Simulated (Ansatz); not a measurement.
This Ansatz (a program for electronic structure) input (HF/def2-TZVPP) gives -958.06308 Eh with 143 basis functions. A basis named .json is the Basis Set Exchange file of that set (core-valence sets with the plain set on hydrogen).

Ansatz 0.2 input:
```yaml
crystal:
  periodic: [false, false, false]
  atoms:
    - {symbol: C, position_ang: [0.00394345, 0.00524516, 0.76725426]}
    - {symbol: Cl, position_ang: [-0.01752138, 1.48253369, -0.22626440]}
    - {symbol: Cl, position_ang: [0.01529894, -1.48548974, -0.20614288]}
    - {symbol: H, position_ang: [-0.89039947, -0.00050138, 1.37837936]}
    - {symbol: H, position_ang: [0.90452024, 0.01928333, 1.36901878]}
basis:
  gaussian:
    orbitals: def2-TZVPP
    fitting: {mean_field: cc-pVTZ-JKFIT.json}
hamiltonian:
  xc: {name: HF}
magnetization: {spin_polarized: false}
```

Change:
```diff
- fitting: {mean_field: cc-pVTZ-JKFIT.json}
+ fitting: {mean_field: cc-pV5Z-JKFIT.json}
```

Question: What does the run give now?

Answer: -958.06314 Eh (HF/def2-TZVPP, 143 functions), a change of -0.06 mEh.
